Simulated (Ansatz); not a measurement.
Ansatz (a program for electronic structure) input file for CH3O, SMILES C[O], multiplicity 2, ωB97X-V/def2-TZVPD. Geometry optimised at B3LYP-D3(BJ)/def2-TZVP. A frequency run showed that this geometry is not a minimum. The isomer is the one that the SMILES or the coordinates give; other isomers of the formula were not compared.

Ansatz 0.2 input:
```yaml
crystal:
  periodic: [false, false, false]
  atoms:
    - {symbol: C, position_ang: [0.01319498, 0.57255253, -0.00000000]}
    - {symbol: O, position_ang: [0.00475537, -0.79058998, -0.00000000]}
    - {symbol: H, position_ang: [-0.56501995, 0.93219422, 0.86928803]}
    - {symbol: H, position_ang: [-0.56501996, 0.93219423, -0.86928801]}
    - {symbol: H, position_ang: [1.01282709, 1.02501619, -0.00000000]}
basis:
  gaussian:
    orbitals: def2-TZVPD
hamiltonian:
  xc: {name: wB97X-V}
magnetization: {spin_polarized: true, initial_magnetization: 1}
```

Program output:

```
WARN ansatz: RAYON_NUM_THREADS=1 ignored (pool sized by the plan → 1); use --threads N
Functional definition: wB97X-V
integrals: 0.03 GiB planned
511 factors; their error is unknown
integrals: 0.06 GiB planned
207 factors; integrals over basis functions are off by at most 2.2e-5 eV
mean field: 0.42 GiB planned
mean field evaluation 1: about -3128.9108 eV, gradient 2.1e1 eV
mean field evaluation 2: about -3129.5035 eV, gradient 2.0e1 eV
mean field evaluation 4: about -3130.8852 eV, gradient 1.4e0 eV
mean field evaluation 8: about -3130.9136 eV, gradient 3.0e-2 eV
mean field evaluation 16: about -3130.9044 eV, gradient 3.3e-5 eV
mean field -3130.90439159 eV, -115.0586141878 hartree, gradient 8.7e-6 eV, S^2 0.753924; 1 other end points of the search recorded, 0 dependent functions left out
reference -3130.90438976 eV, -115.0586141205 hartree; 9, 8 occupied and 95, 96 virtual orbitals, 511 factors
Total energy: -3130.90438976 eV, -115.0586141205 hartree
```

The calculation finished and met its thresholds.
